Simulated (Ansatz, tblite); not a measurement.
Cost and result up the ladder for SiH3(NHMe) (CH₇NSi) (10 atoms). The state is a singlet with charge 0. Geometry: PBE0-D4/def2-TZVP.

```xyz
10

Si   -0.371    0.022   -1.352
H    -1.738   -0.167   -1.904
H     0.165    1.342   -1.799
H     0.543   -1.010   -1.925
N    -0.504   -0.092    0.347
C     0.591    0.016    1.282
H    -1.404   -0.257    0.764
H     0.736   -0.902    1.863
H     1.522    0.200    0.740
H     0.460    0.847    1.984
```

Ansatz on 4 threads of Arm Neoverse V2 on a shared host; xTB runs through tblite on one thread. Times are rough, summed over both states, and most runs start from the orbitals of an earlier one. PBE0-D4/def2-TZVP serves as the yardstick here, not as an exact answer. The other state is a doublet.

The xTB rows come from tblite.

Raw xTB energies of ions are shifted by several eV.

| level | functions | wall time | vertical IE (eV) | difference from PBE0-D4/def2-TZVP (eV) |
| --- | --- | --- | --- | --- |
| GFN2-xTB | 24 | 0.005 s | 13.28 | 4.41 |
| GFN1-xTB | 31 | 0.007 s | 14.43 | 5.57 |
| PBE-D4/def2-TZVP | 141 | 2.1 s | 8.72 | -0.14 |
| PBE0-D4/def2-TZVP | 141 | 2.6 s | 8.86 | 0.00 |
| r2SCAN-D4/def2-TZVP | 141 | 4.4 s | 8.72 | -0.14 |
